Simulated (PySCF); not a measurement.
**Working with the constants of SN**

PBE0 constants of SN, ²Π (doublet), unpaired electrons π ↑ (S def2-TZVP, N def2-TZVP; no relativity (PySCF 2.14); masses 31.9721 and 14.0031 u):

| Item | Value |
| --- | --- |
| ωe | 1292.6 cm⁻¹ |
| ωexe | 7.18 cm⁻¹ |
| Be | 0.7844 cm⁻¹ |
| αe | 0.00557 cm⁻¹ |
| D (centrifugal) | 1.16e-06 cm⁻¹ |
| De to S + N | 4.86 eV |

**Question.** Give the vibrational terms G(v) and spacings up to v = 3.

**Answer.** G(v) = ωe(v+½) − ωexe(v+½)².

```
v  G(v) (cm⁻¹)  G(v) − G(v−1)  Bv (cm⁻¹)
0          645                    0.7816
1         1923           1278     0.7760
2         3187           1264     0.7705
3         4436           1250     0.7649
```

**Question.** How well does the Morse estimate ωe²/(4ωexe) reproduce De, and what is D0?

**Answer.** It gives 7.21 eV, 148 % of the computed De. D0 = De − G(0) = 4.86 − 0.08 = 4.78 eV.

The state was picked by a PBE0 search and need not be the measured ground state.
